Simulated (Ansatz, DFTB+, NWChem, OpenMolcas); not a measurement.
Relative energies of C4H8 isomers

2 of its isomers, all singlets with charge 0: A = cyclobutane `C1CCC1`; B = isobutene `C=C(C)C`.

Shapes, held fixed at every level: PBE0-D4/def2-TZVP. Programs: Ansatz 0.2.0, DFTB+ 25.1, NWChem 7.3.0, OpenMolcas 26.06. A level may come from different programs for different species; with the same settings they agree closely.

Electronic energies in kJ/mol, without zero-point or thermal terms.

**Question.** Which isomer should be the most stable, and roughly by how much?

**Answer.** B < A in rising energy, over a span of 31 kJ/mol, by BCCD(T)/6-31G* (spherical functions). All levels agree on that. The B − A difference spans -36.6 to -11.4 kJ/mol over the levels. 

| level | kind | B − A |
| --- | --- | --- |
| DFTB1 | semi-empirical | -36.6 |
| BHLYP/6-31G* (spherical functions) | global hybrid | -28.4 |
| PBE0/6-31G* (spherical functions) | global hybrid | -13.1 |
| CAM-B3LYP/6-31G* (spherical functions) | range-separated hybrid | -25.8 |
| wB97M-V/6-31G* (spherical functions) | range-separated hybrid | -18.4 |
| B2PLYP/6-31G* (spherical functions) | double hybrid | -32.2 |
| PBE-QIDH/6-31G* (spherical functions) | double hybrid | -11.4 |
| RPA@PBE/6-31G* (spherical functions) | RPA | -23.4 |
| BCCD(T)/6-31G* (spherical functions) | coupled cluster or CI | -31.0 |
